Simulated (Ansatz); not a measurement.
**Cubic perovskite KTaO₃: smallest direct gap on the k points sampled by level of theory**

No measured value is used here.

```csv
level (code),value (eV)
LDA+SOC (Ansatz),2.49
PBE (Ansatz),___
r²SCAN (Ansatz),3.27
B3LYP (VWN-RPA form) (Ansatz),4.56
HSE06 (Ansatz),4.23
PBE0 (Ansatz),4.96
Hartree–Fock (Ansatz),___
```

Task: Complete the blanks.

Result: 
- PBE (Ansatz, a quantum-chemistry and plane-wave program), value (eV): 2.83
- Hartree–Fock (Ansatz), value (eV): 12.64

At these levels the smallest gap is indirect and lower: LDA+SOC 1.93, PBE 2.22, r²SCAN 2.63, B3LYP (VWN-RPA form) 3.93, HSE06 3.58, PBE0 4.33, Hartree–Fock 11.95 eV. Computed values are for a static lattice. Spin–orbit coupling is included only where a level's name says +SOC; with heavier elements it mostly lowers gaps and can invert bands.  Values are at the measured cell. Cutoffs and k meshes differ between the levels. Ansatz's density-functional and Hartree–Fock values are scalar-relativistic unless marked +SOC, with PAW data made under PBE.
